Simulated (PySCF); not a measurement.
carbon tetrachloride cation (CCl4), SMILES ClC(Cl)(Cl)Cl (connectivity only; charge and spin as stated), charge +1, multiplicity 2. Atoms are numbered in the order given.

```xyz
5

Cl    -1.0405     1.0405    -0.9879
C      0.0000     0.0000     0.0000
Cl    -1.0405    -1.0405     0.9879
Cl     1.0405    -1.0405    -0.9879
Cl     1.0405     1.0405     0.9879
```
Charge +1, spin multiplicity 2.

Geometry: B3LYP-D3(BJ)/def2-SVP. The multiplicity is an assumed one; other spin states were not compared.

The numbers are results of B3LYP/pcH-1 (PySCF), not measurements.

Unrestricted Kohn–Sham, ⟨S²⟩ = 0.752. Hyperfine tensors hold the contact and dipolar terms, without spin-orbit corrections.

Q: Estimate the hyperfine couplings. (An estimate is asked for; the answer gives what the named calculation found.)

A: 
| nucleus | A(iso) (MHz) | A(iso) (G) | dipolar principal values (MHz) |
|---|---|---|---|
| 35Cl no. 1 | 5.2 | 1.9 | -51.5, -49.2, 100.8 |
| 13C no. 2 | -16.0 | -5.7 | -0.5, 0.3, 0.3 |
| 35Cl no. 3 | 5.2 | 1.9 | -51.5, -49.2, 100.8 |
| 35Cl no. 4 | 5.2 | 1.9 | -51.5, -49.2, 100.8 |
| 35Cl no. 5 | 5.2 | 1.9 | -51.5, -49.2, 100.8 |
